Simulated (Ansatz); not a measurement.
## What it costs to change the join: fluorite-type NiSi2 (0 0 1) on silicon (0 0 1)

Periodic stacks without vacuum, fluorite-type NiSi2 (0 0 1) on silicon (0 0 1); both interfaces of a cell carry the change. As cut, the substrate ends in Si and Si planes and the film in Si and Ni planes, so the two interfaces differ and each value is their mean. All cells share the in-plane lattice within 0.1 %; atoms, period and the film's lateral shift were relaxed first with the CHGNet potential, then at PBE, once from one start each, so registries can end apart. The unchanged cell is such a single relaxation too: if a lower arrangement of it exists, the changes cost more than shown. Left out: 3 cells whose period moved by more than 2.5 % (with added atoms, fell by over 1 % or rose by over 10 %) or whose in-plane lattice differs.

Plane-wave PAW runs of Ansatz (an electronic-structure program), PBE at 420 eV, without spin–orbit coupling or a Hubbard term. The stacks are run without spin polarisation. The cells are models built for this series, cut from the relaxed bulk crystals, not measured interface structures.

| cell | atoms gained or lost | period at the end (Å) | total energy (eV) | energy per atom added, swapped in or removed (eV) |
|---|---|---|---|---|
| unchanged | – | 27.22 | -72154.163 | – |
| 1 Al on substrate sites at each interface | +2 Al, −2 Si | 27.31 | -71958.113 | -0.28 |
| 1 As on substrate sites at each interface | +2 As, −2 Si | 27.43 | -80595.067 | -0.13 |
| 1 B on substrate sites at each interface | +2 B, −2 Si | 26.71 | -71193.509 | +0.43 |
| 1 Ga on substrate sites at each interface | +2 Ga, −2 Si | 27.33 | -78449.118 | -0.27 |
| 1 P on substrate sites at each interface | +2 P, −2 Si | 27.57 | -72394.921 | ? |
| 1 S added at each interface | +2 S | 29.11 | -73958.083 | +0.09 |
| 1 Sb on substrate sites at each interface | +2 Sb, −2 Si | 27.69 | -83850.992 | +0.26 |
| 2 P on substrate sites at each interface | +4 P, −4 Si | 27.02 | -72635.173 | -0.39 |

References, each relaxed at the same level, per atom: Al from fcc Al, -537.505 eV; As from rhombohedral As, -4856.136 eV; B from alpha boron, -155.914 eV; Ga from alpha gallium, -3783.021 eV; P from black phosphorus, -755.674 eV; S from S8 molecule in a box, -902.050 eV; Sb from rhombohedral Sb, -6484.489 eV; Si from silicon, -635.810 eV. Gases are single molecules in a box, without zero-point energy.

Q: Work out the missing value, for «1 P on substrate sites at each interface», and say where it stands among the rows.

A: [-72394.921 − (-72154.163) − 2 × (-755.674) + 2 × (-635.810)] / 2 = -0.52 eV, number 1 of 8 from the lowest. A positive value means that the change costs energy against the references at 0 K, at PBE.
